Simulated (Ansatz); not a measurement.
C (P6_3/mmc)

Method: DFT PBE, scalar-relativistic, plane waves, PAW in Ansatz.

Cutoff 420 eV; k points 12×12×2 on the computed 12-atom cell (Γ-centred); Gaussian smearing, width 0.02 eV; no spin polarisation.

The structure is relaxed at this level of theory with its symmetry kept.

The structure is hexagonal, space group P6_3/mmc (No. 194). Conventional cell: a = 2.520 Å, b = 2.520 Å, c = 12.429 Å, α = 90.00°, β = 90.00°, γ = 120.00°. C (site symmetry 3m) has 4 C at 1.55 to 1.57 Å as nearest neighbours. C (site symmetry 3m) is surrounded by 4 C at 1.54 to 1.55 Å. C (site symmetry 3m) has 4 C at 1.55 Å as nearest neighbours.

| Item | Value |
| --- | --- |
| Volume per atom | 38.5 bohr³ |
| Formation energy from the elements' standard states (uncorrected) | +0.142 eV/atom |
| Kohn–Sham band gap | 4.42 eV, indirect from Γ to (0.000, 0.367, 0.000) |
| Löwdin character of the top 1 eV of the valence band | C 2p 99 % |
| Löwdin character of the lowest 1 eV of the conduction band | C 2p 55 %, C 2s 36 %, unprojected 10 % |
| Electron masses at the edge by Cartesian direction of the standard setting (m_e; degenerate bands sorted by energy; no spin-orbit coupling) | x: 0.24; y: 1.4; z: 0.73 |
| Hole masses at the edge by Cartesian direction of the standard setting (m_e; degenerate bands sorted by energy; no spin-orbit coupling) | x: 0.96, 0.32; y: 0.94, 0.32; z: 0.68, 0.68 |
| Bulk modulus | 433 GPa |
| Its pressure derivative | 3.7 |
| Electronic dielectric constant xx, yy, zz of the standard setting (independent particles) | 5.9, 5.9, 6.1 |

Cost: 12 runs of about 7.9 core-minutes in all, on Arm Neoverse V1 (shared hosts).